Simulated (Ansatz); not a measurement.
**Forces on a displaced structure**

CH2NO (SMILES [NH2+]=C=O) (charge +1), closed shell, displaced at random from a GFN2-xTB minimum.

N1  (-0.294, 0.361, -0.152)
C2  (0.459, -0.604, 0.142)
O3  (1.175, -1.388, 0.336)
H4  (-1.354, 0.241, -0.079)
H5  (0.010, 1.366, -0.281)
(Å)

Computed with Ansatz 0.2.0 (basis: def2-TZVPP); correlated methods freeze the cores.

CCSD(T) forces from the calculation:
```
atom      Fx      Fy  Fz (eV/Å)
  N1  -3.149   2.246     -0.216
  C2  -3.765   5.318     -1.406
  O3   4.952  -5.902      1.545
  H4   1.884   0.004     -0.148
  H5   0.078  -1.666      0.226
```

(1) Which atom feels the largest CCSD(T) force, and how large is it?

The T1 diagnostic stays at or below 0.015. These are differences at one structure, and CCSD(T) in triple zeta is itself an approximation.

Answers

(1) O3, 7.86 eV/Å, along (0.63, -0.75, 0.20).

Root-mean-square difference of the force components from those of CCSD(T): PBE0-D4 0.383; wB97M-V 0.368; r2SCAN-D4 0.276; PBE-D4 0.390; LC-wPBE 0.452; r2SCANh-D4 0.370 eV/Å.

For scale, one of the runs: CCSD(T)/def2-TZVPP forces, 121 basis functions (an equivalent command: `ansatz run in.yaml --threads 4`). Time: 14 s of wall clock on 4 CPU threads; the host was shared. Peak host memory: 0.96 GiB.
